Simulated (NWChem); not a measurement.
Molecule: hydrogen fluoride (HF); SMILES F

```xyz
2

F      0.0000     0.0000     0.0935
H      0.0000     0.0000    -0.8413
```
Atoms are numbered in this order, from 1.

All runs: NWChem. Medium grid unless said otherwise, to which SCAN and Minnesota functionals are sensitive. Geometry: optimised at B3LYP/6-31G* (spherical d). Total energies of different functionals are on different scales.

```tsv
level	energy (Ha)	highest occupied level (eV)	orbital gap (eV)	dipole (D)
B3LYP/def2-TZVP	-100.4904	-11.28	11.51	1.95
PBE/def2-TZVP	-100.3913	-9.32	9.11	1.90
TPSSh/def2-TZVP	-100.4817	-10.37	10.75	1.92
M06-2X/def2-TZVP	-100.4509	-13.93	15.25	1.98
B97-D/def2-TZVP	-100.4452	-9.42	9.34	1.91
LC-wPBE (HJS exchange hole, range parameter 0.4 per bohr)/def2-TZVP	-100.4275	-14.55	17.42	1.96
KT2/def2-TZVP	-101.7368	-9.50	9.43	1.87
MN15/def2-TZVP	-100.4065	-12.68	14.56	1.99
```
